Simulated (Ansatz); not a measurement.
## Relaxing CsSc2

Computed with DFT PBE, scalar-relativistic, plane waves, PAW in Ansatz 0.2.0. Cutoff 420 eV, Γ-centred k mesh, Gaussian smearing, no spin polarisation in the final step.

A relaxed cell is given with its space group left out.

```xyz
3
Lattice="-1.7688 1.7688 8.9982 1.7688 -1.7688 8.9982 1.7688 1.7688 -8.9982" Properties=species:S:1:pos:R:3 pbc="T T T"
Cs    0.0000    0.0000    0.0000
Sc    0.0000    0.0000   12.5331
Sc    0.0000    0.0000    5.4634
```

Energies over the elements count from the elements' standard structures at the same level, with no empirical corrections.

(1) What space group does it have?

(2) What is its formation energy per atom?

(3) Is it a metal?

Answers

(1) I4/mmm (No. 139). Conventional cell: a = 3.538 Å, c = 17.996 Å. Cs is coordinated by 4 Cs at 3.54 Å; Sc has 4 Sc at 3.16 Å and 4 Sc at 3.54 Å.

(2) 0.59 eV/atom.

(3) Yes, bands cross the Fermi level on the 18×18×18 mesh.

The final run used a 18×18×18 mesh on its 3-atom cell and 0.10 eV smearing. For metals, differences of a few meV/atom aren't resolved. The cell came from a trial start, so CsSc2 may not exist in this structure.

Cost: 3 runs of about 9.5 core-minutes in all, on Intel Xeon Processor @ 2.70GHz (shared hosts).